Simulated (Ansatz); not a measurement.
# Structure relaxation of Al

All numbers below come from DFT r2SCAN, scalar-relativistic, plane waves, PAW (Ansatz 0.2.0). Cutoff 500 eV, Γ-centred k mesh, Gaussian smearing, no spin polarisation in the final step.

Al was placed on the simple hexagonal structure type (P6/mmm, No. 191), at a guessed volume.

```
CELL_PARAMETERS angstrom
2.74524 0.00000 0.00000
-1.37262 2.37745 0.00000
0.00000 0.00000 2.56509
ATOMIC_POSITIONS crystal
Al 0.00000 0.00000 0.00000
```

Cell and atoms relax at zero pressure; the relaxation can't lower the symmetry of the start. After a coarse first stage the cell is made exact in the group found at 0.06 Å.

Energies count from the standard state of Al at the same level.

Problem. Which crystal results?

Solution. It keeps P6/mmm (No. 191). The result has the simple hexagonal structure. Conventional cell: a = 2.753 Å, c = 2.800 Å. Al has 8 Al at 2.75–2.80 Å.

```
Al
1.0
     2.75271    0.00000    0.00000
    -1.37635    2.38391    0.00000
     0.00000    0.00000    2.80039
Al
1
Direct
  0.00000 0.00000 0.00000
```

Problem. What are its volume, energy, density and gap?

Solution. The volume per atom is 18.38 Å³, the density is 2.44 g/cm³ and the energy over the standard structure is 0.29 eV/atom. The gap on the 24×24×20 mesh is 0 eV (a metal).

The final run used a 24×24×20 mesh on its 1-atom cell and 0.10 eV smearing. For metals, differences of a few meV/atom aren't resolved. A structure relaxed within its symmetry needn't be a true minimum. The steps took about 30 core-seconds in all.